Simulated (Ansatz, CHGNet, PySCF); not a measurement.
## Cohesive energy of rock-salt MgO: levels of theory against measurement

Reference value: 5.2 eV/atom (measured, static lattice: zero-point vibration energy added, our sources range from 5.19 to 5.27; as tabulated in Mejia-Rodriguez and Trickey (2018), arXiv:1807.09216).

```csv
level (code),value (eV/atom),cell (Å³/atom)
CHGNet-r²SCAN,5.16,9.28
LDA (Ansatz),___,9.00
PBE (PySCF),4.98 ± 0.04,9.64
rVV10 (Ansatz),___,9.61
Hartree–Fock (PySCF),3.63 ± 0.04,9.17
MP2 (PySCF),5.44 ± 0.1,9.60
CCSD (PySCF),5.07 ± 0.1,9.45
```

Question: Fill in the missing entries.

Answer: 
- LDA (Ansatz, a first-principles code), value (eV/atom): 5.84
- rVV10 (Ansatz), value (eV/atom): 5.14

Errors against the reference: CHGNet-r²SCAN -0.04 eV/atom, LDA +0.64 eV/atom, PBE -0.22 eV/atom, rVV10 -0.06 eV/atom, Hartree–Fock -1.57 eV/atom, MP2 +0.24 eV/atom, CCSD -0.13 eV/atom.

Leaving aside CHGNet-r²SCAN (doubt noted below): Closest of the ranked levels: rVV10 (-0.06 eV/atom). Farthest off among them: Hartree–Fock (-1.57 eV/atom). Within 0.5 eV/atom: PBE, rVV10, MP2, CCSD.

Published values of wave-function and many-body methods: 5.35 eV/atom (published MP2 value, static lattice, plane-wave PAW value quoted in the table; Zhang et al. (2018), doi:10.1088/1367-2630/aaf751).

Free atoms are spin-polarised, in the lowest state found; at levels without +SOC their spin–orbit coupling is left out.  A ± on a computed value is a rough bar: the spread of its extrapolation, a floor set from checks against published values, or a statistical error. CHGNet-r²SCAN: free atoms can lie outside what these potentials were trained on. Each level is taken at its own relaxed cell. Ansatz's density-functional and Hartree–Fock values are scalar-relativistic unless marked +SOC, with PAW data made under PBE.

Machine-learned potentials (CHGNet-r²SCAN) are trained on DFT data: a solid inside that data is no test of them.

Differences are worked out from the printed values.
